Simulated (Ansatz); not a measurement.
Relaxation of AlH4O (6 atoms, charge 0, multiplicity 2), to a largest force component of 0.03 eV/Å in at most 50 steps.

Level of theory: UKS PBE0-D4/6-31G* (Ansatz 0.2.0).

```xyz
6
Properties=species:S:1:pos:R:3:forces:R:3
Al 0.004 -0.003 -0.096 0.01 0.04 -0.37
H -0.007 -0.068 1.474 0.00 -0.05 0.44
H 1.389 0.035 -0.881 -0.01 0.00 0.01
H -1.382 0.010 -0.884 0.01 0.00 0.00
O 0.025 0.004 3.681 -0.05 -0.06 -0.10
H -0.543 -0.780 3.533 0.05 0.07 0.02
```

Task: Where does it end, and by what steps?

Result: It converged. After 23 steps the energy has fallen by 2.297 eV; O5 moved furthest, 1.57 Å. Parted: Al1–H2 (1.57 → 2.61 Å). Joined: Al1–O5 (3.78 → 2.07 Å), H2–O5 (2.21 → 0.97 Å).

```json
{"step": "0", "energy less start (eV)": "0.0000", "largest force component (eV/Å)": "0.439", "accepted": "yes"}
{"step": "1", "energy less start (eV)": "-0.0184", "largest force component (eV/Å)": "0.935", "accepted": "yes"}
{"step": "2", "energy less start (eV)": "-0.0700", "largest force component (eV/Å)": "0.523", "accepted": "yes"}
{"step": "3", "energy less start (eV)": "-0.1205", "largest force component (eV/Å)": "0.566", "accepted": "yes"}
{"step": "4", "energy less start (eV)": "-0.1678", "largest force component (eV/Å)": "0.764", "accepted": "yes"}
{"step": "5", "energy less start (eV)": "-0.6538", "largest force component (eV/Å)": "2.829", "accepted": "yes"}
{"step": "6", "energy less start (eV)": "-0.6579", "largest force component (eV/Å)": "8.710", "accepted": "yes"}
{"step": "7", "energy less start (eV)": "-1.2629", "largest force component (eV/Å)": "1.222", "accepted": "yes"}
{"step": "8", "energy less start (eV)": "-1.3612", "largest force component (eV/Å)": "0.467", "accepted": "yes"}
{"step": "9", "energy less start (eV)": "-1.4018", "largest force component (eV/Å)": "0.218", "accepted": "yes"}
{"step": "10", "energy less start (eV)": "-1.4184", "largest force component (eV/Å)": "0.344", "accepted": "yes"}
{"step": "11", "energy less start (eV)": "-1.4515", "largest force component (eV/Å)": "0.190", "accepted": "yes"}
{"step": "12", "energy less start (eV)": "-1.4277", "largest force component (eV/Å)": "1.555", "accepted": "no"}
{"step": "13", "energy less start (eV)": "-1.4857", "largest force component (eV/Å)": "0.478", "accepted": "yes"}
{"step": "14", "energy less start (eV)": "-1.5224", "largest force component (eV/Å)": "0.719", "accepted": "yes"}
{"step": "15", "energy less start (eV)": "-1.5953", "largest force component (eV/Å)": "1.060", "accepted": "yes"}
{"step": "16", "energy less start (eV)": "-1.7241", "largest force component (eV/Å)": "1.400", "accepted": "yes"}
{"step": "17", "energy less start (eV)": "-1.9214", "largest force component (eV/Å)": "1.156", "accepted": "yes"}
{"step": "18", "energy less start (eV)": "-2.1454", "largest force component (eV/Å)": "0.718", "accepted": "yes"}
{"step": "19", "energy less start (eV)": "-2.2478", "largest force component (eV/Å)": "0.722", "accepted": "yes"}
{"step": "20", "energy less start (eV)": "-2.2784", "largest force component (eV/Å)": "0.301", "accepted": "yes"}
{"step": "21", "energy less start (eV)": "-2.2957", "largest force component (eV/Å)": "0.075", "accepted": "yes"}
{"step": "22", "energy less start (eV)": "-2.2970", "largest force component (eV/Å)": "0.036", "accepted": "yes"}
{"step": "23", "energy less start (eV)": "-2.2972", "largest force component (eV/Å)": "0.008", "accepted": "yes"}
```

```xyz
6
Properties=species:S:1:pos:R:3
Al -0.015 -0.455 0.087
H 0.608 -0.642 2.617
H 1.262 0.414 -0.362
H -1.491 0.165 -0.120
O 0.004 -0.074 2.117
H -0.882 -0.209 2.487
```

Whether the end is a true minimum wasn't checked by a vibrational analysis.

Run time: 37 s on 1 thread of Arm Neoverse V2 (shared host), peak memory 0.12 GiB.
